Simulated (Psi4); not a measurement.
Level of theory: SAPT0/jun-cc-pVDZ, frozen core run with Psi4.

Psi4 input:

```
molecule {
0 1
C -0.65587925 0.08969839 -0.02015084
C 0.65587833 -0.08969821 0.02015090
H -1.34280660 -0.74421524 -0.09923102
H -1.09744999 1.07791265 0.02426981
H 1.34280743 0.74421695 0.09922910
H 1.09745009 -1.07791454 -0.02426794
--
0 1
C 0.63888699 2.57962816 2.54710029
O -0.21207946 1.52233388 2.96707134
H 1.68928857 2.27144989 2.50039780
H 0.54657695 3.37136559 3.28912959
H 0.34517546 2.98455067 1.57228515
H -0.15135975 0.80503087 2.32876975
units angstrom
symmetry c1
no_reorient
no_com
}
set basis jun-cc-pvdz
set scf_type df
set freeze_core true
energy('sapt0')
```

Part of the output:

```
    SAPT Results
  --------------------------------------------------------------------------------------------------------
    Electrostatics                 -5.67565960 [mEh]      -3.56153017 [kcal/mol]     -14.90144224 [kJ/mol]
      Elst10,r                     -5.67565960 [mEh]      -3.56153017 [kcal/mol]     -14.90144224 [kJ/mol]

    Exchange                        7.63020897 [mEh]       4.78802842 [kcal/mol]      20.03311089 [kJ/mol]
      Exch10                        7.63020897 [mEh]       4.78802842 [kcal/mol]      20.03311089 [kJ/mol]
      Exch10(S^2)                   7.58963886 [mEh]       4.76257028 [kcal/mol]      19.92659407 [kJ/mol]

    Induction                      -1.65506250 [mEh]      -1.03856740 [kcal/mol]      -4.34536601 [kJ/mol]
      Ind20,r                      -3.50342758 [mEh]      -2.19843400 [kcal/mol]      -9.19824784 [kJ/mol]
      Exch-Ind20,r                  2.59225970 [mEh]       1.62666752 [kcal/mol]       6.80597690 [kJ/mol]
      delta HF,r (2)               -0.74389462 [mEh]      -0.46680092 [kcal/mol]      -1.95309507 [kJ/mol]

    Dispersion                     -3.30925100 [mEh]      -2.07658635 [kcal/mol]      -8.68843730 [kJ/mol]
      Disp20                       -3.87780667 [mEh]      -2.43336042 [kcal/mol]     -10.18118001 [kJ/mol]
      Exch-Disp20                   0.56855567 [mEh]       0.35677407 [kcal/mol]       1.49274271 [kJ/mol]
      Disp20 (SS)                  -1.93890333 [mEh]      -1.21668021 [kcal/mol]      -5.09059000 [kJ/mol]
      Disp20 (OS)                  -1.93890333 [mEh]      -1.21668021 [kcal/mol]      -5.09059000 [kJ/mol]
      Exch-Disp20 (SS)              0.33276942 [mEh]       0.20881596 [kcal/mol]       0.87368599 [kJ/mol]
      Exch-Disp20 (OS)              0.23578625 [mEh]       0.14795811 [kcal/mol]       0.61905671 [kJ/mol]

  Total HF                          0.29948686 [mEh]       0.18793084 [kcal/mol]       0.78630265 [kJ/mol]
  Total SAPT0                      -3.00976414 [mEh]      -1.88865551 [kcal/mol]      -7.90213465 [kJ/mol]
```
